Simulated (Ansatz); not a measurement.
We consider rutile CrO2, described by LDA (Ansatz, an electronic-structure program, PAW).

Settings: plane-wave cutoff 520 eV, 12×12×18 k mesh (along the axes of the cell as run), Fermi–Dirac smearing 0.05 eV, spin-polarised with parallel moments, scalar-relativistic PAW data made under PBE.

Cell (relaxed at this level):

```
CELL_PARAMETERS angstrom
      4.35289     0.00000     0.00000
      0.00000     4.35289     0.00000
      0.00000     0.00000     2.85558
ATOMIC_POSITIONS crystal
  Cr 0.00000 0.00000 0.00000
  Cr 0.50000 0.50000 0.50000
  O  0.30299 0.30299 0.00000
  O  0.80299 0.19701 0.50000
  O  0.19701 0.80299 0.50000
  O  0.69701 0.69701 0.00000
```
Starting moments (μB, in the order of the record's atoms Cr Cr O O O O): 2.5 2.5 0.0 0.0 0.0 0.0.

Q: Give the computed bulk modulus, magnetic moment (largest site, within a sphere) and pressure derivative B′ of the bulk modulus.

A: 
- bulk modulus: 280 GPa
- magnetic moment (largest site, within a sphere): 1.64 μB
- pressure derivative B′ of the bulk modulus: 4.8

The run finds no gap.

Measured, for comparison: bulk modulus 242 ± 2 GPa (temperature not stated, not corrected to a static lattice, equation of state from high-pressure X-ray diffraction; as tabulated in Datta et al. (2023), arXiv:2307.04584). Computed (rounded) less measured: bulk modulus +16 %.

Note: the bulk modulus comes from volumes at which shape and atoms were relaxed.

Moments are spin moments.

Computed values are for the static lattice.

Cost on a shared machine: very roughly 30 core-minutes.
